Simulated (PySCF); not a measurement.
**Indirect couplings**

Bonds (- single, = double, # triple, : aromatic): C1-O2 1.397 Å, O2-C3 1.381 Å, C3-C4 1.485 Å, C4-C5 1.507 Å, C5-C3 1.502 Å. C1 carries H6, H7, H8; C3 carries H9; C4 carries H10, H11; C5 carries H12, H13. H10, H13 are cis to O2 on the ring; H11, H12 are trans to O2 on the ring.

Indirect spin–spin couplings were computed at B3LYP/pcJ-1 (without the spin–dipole term) (PySCF 2.14.0 with density-fitted response routines) on a PBE0-D3(BJ)/def2-SVP structure, for the isolated molecule, without vibrational or relativistic corrections. Couplings are averaged over pairs made equivalent by symmetry, fast rotation or ring inversion, so a value needn't be that of the named pair in this geometry, while other rotamers aren't included; one pair stands for each set, and the list holds a selection of those of at least 1.5 Hz over up to four bonds, among pairs with at least one C or H atom (others weren't computed).

Isotopes: ¹³C, ¹H, ¹⁷O. Couplings to quadrupolar nuclei such as 17O and 33S are rarely resolved in practice.

```json
{"pair": "C1, O2", "bonds": "1", "J (Hz)": "?"}
{"pair": "C1, H6", "bonds": "1", "J (Hz)": "145.4"}
{"pair": "O2, C3", "bonds": "1", "J (Hz)": "?"}
{"pair": "C3, C4", "bonds": "1", "J (Hz)": "18.3"}
{"pair": "C3, H9", "bonds": "1", "J (Hz)": "?"}
{"pair": "C4, C5", "bonds": "1", "J (Hz)": "14.3"}
{"pair": "C4, H10", "bonds": "1", "J (Hz)": "169.0"}
{"pair": "C4, H11", "bonds": "1", "J (Hz)": "168.6"}
{"pair": "C1, C3", "bonds": "2", "J (Hz)": "-1.9"}
{"pair": "O2, C4", "bonds": "2", "J (Hz)": "?"}
{"pair": "O2, H6", "bonds": "2", "J (Hz)": "-6.9"}
{"pair": "O2, H9", "bonds": "2", "J (Hz)": "-4.8"}
{"pair": "C3, H10", "bonds": "2", "J (Hz)": "-4.0"}
{"pair": "C4, H9", "bonds": "2", "J (Hz)": "1.9"}
{"pair": "C4, H13", "bonds": "2", "J (Hz)": "?"}
{"pair": "H6, H7", "bonds": "2", "J (Hz)": "?"}
{"pair": "H10, H11", "bonds": "2", "J (Hz)": "-5.9"}
{"pair": "C1, C4", "bonds": "3", "J (Hz)": "3.5"}
{"pair": "C1, H9", "bonds": "3", "J (Hz)": "1.6"}
{"pair": "O2, H10", "bonds": "3", "J (Hz)": "?"}
{"pair": "O2, H11", "bonds": "3", "J (Hz)": "?"}
{"pair": "H9, H10", "bonds": "3", "J (Hz)": "3.2"}
{"pair": "H9, H11", "bonds": "3", "J (Hz)": "6.9"}
{"pair": "H10, H12", "bonds": "3", "J (Hz)": "7.6"}
{"pair": "H10, H13", "bonds": "3", "J (Hz)": "12.5"}
{"pair": "H11, H12", "bonds": "3", "J (Hz)": "11.1"}
```

**Question.** Estimate the withheld couplings, with signs.

**Answer.** 
- ¹J(C1,O2) = 24.1 Hz (bond length 1.397 Å)
- ¹J(O2,C3) = 24.9 Hz (bond length 1.381 Å)
- ¹J(C3,H9) = 185.2 Hz (bond length 1.101 Å, sp3 carbon)
- ²J(O2,C4) = -3.4 Hz (mean over equivalent pairs that range from -7.1 to 0.3 Hz in this conformer)
- ²J(C4,H13) = -2.0 Hz (angle at C5 117°)
- ²J(H6,H7) = -11.2 Hz (mean over equivalent pairs that range from -12.2 to -9.5 Hz in this conformer)
- ³J(O2,H10) = -3.7 Hz (dihedral angle 2°)
- ³J(O2,H11) = -1.6 Hz (mean over equivalent pairs that range from -3.7 to 0.4 Hz in this conformer)
